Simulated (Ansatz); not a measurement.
We consider CaB6-type CaB6, described by RPBE in Ansatz (PAW).

Run with plane-wave cutoff 520 eV, 8×8×8 k mesh, Fermi–Dirac smearing 0.01 eV, scalar-relativistic PAW data made under PBE.

Energies at three volumes about the minimum:

| V (Å³/atom) | E − E_lowest (meV/atom) |
|---|---|
| 10.212 | 1.91 |
| 10.420 | 0.00 |
| 10.629 | 1.80 |

### Question
Fit a parabola by hand: where is the minimum, what lattice constant follows, and what is the bulk modulus?

### Answer
Slopes: (0.00 − 1.91)/(10.420 − 10.212) = -9.183 and (1.80 − 0.00)/(10.629 − 10.420) = 8.612 meV/Å³. Curvature E″ = 2 × (8.612 − (-9.183))/(10.629 − 10.212) = 85.348 meV/Å⁶. From the middle of the first interval, the slope vanishes at V0 = 10.3160 − (-9.183)/85.348 = 10.424 Å³/atom. B = V0 E″ = 10.424 × 85.348 meV/Å³ × 0.1602 GPa per meV/Å³ = 143 GPa. With 7 atoms in the cube, a = (7 × 10.424)^(1/3) = 4.179 Å. The full Birch–Murnaghan fit to all volumes gives V0 = 10.420 Å³/atom and B0 = 143 GPa.

Shape and atoms are relaxed at each volume.

Measured, for comparison: bulk modulus 170 ± 5 GPa (room temperature, no zero-point or thermal correction; as tabulated in Structural stability and vibrational characteristics of CaB6 under high …); lattice constant a 4.151 Å (temperature not stated, no zero-point or thermal correction; as tabulated in Singh (2010), arXiv:1009.1807). Computed (rounded) less measured: bulk modulus -16 %.

Note: the bulk modulus comes from volumes at which shape and atoms were relaxed.

Ansatz is a quantum-chemistry and plane-wave program.
